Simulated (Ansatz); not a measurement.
Ideal-gas functions of H2S2, SMILES `SS` at 600 K and 1 bar, from an Ansatz frequency run at PBE0-D4/def2-TZVP.

Molar mass 66.15 g/mol, point group C2 (symmetry number 2), electronic degeneracy 1, moments of inertia 3.441, 71.92, 71.926 u Å². Harmonic wavenumbers (cm⁻¹, unscaled): 465, 537, 906, 908, 2663, 2665.

Use S(trans) = R[1.5 ln M + 2.5 ln T − 1.1517]; rotational temperatures θ = 24.2544 K / I; S(rot) = R[ln(√π/σ · √(T³/θAθBθC)) + 1.5]; for each mode x = 1.438777 ν̃/T, S = R[x/(eˣ − 1) − ln(1 − e⁻ˣ)] and H = RT x/(eˣ − 1); 1 cm⁻¹ = 0.0119627 kJ/mol; R = 8.31446 J/(mol·K).

Task: By hand: the entropy, in J/(mol·K).

Result: Translation 175.7. Rotation: θ = 7.0486, 0.3372, 0.3372 K, giving 92.2. Vibration, mode by mode: 7.83, 6.76, 3.33, 3.31, 0.10, 0.10, in all 21.4. Electronic 0.0. Sum 289.3 J/(mol·K).

Task: By hand: H − E and G − E in kJ/mol, counted from the electronic energy.

Result: Zero-point energy ½ × 8144 × 0.0119627 = 48.7; thermal vibration 8.1; translation, rotation and pV give 4 RT = 20.0. H − E = 76.8 kJ/mol, and G − E = 76.8 − 600 × 289.3/1000 = -96.8 kJ/mol.

Vibration gives 7 % of the entropy. The sum counts one conformer and one mirror image; others add a mixing term.
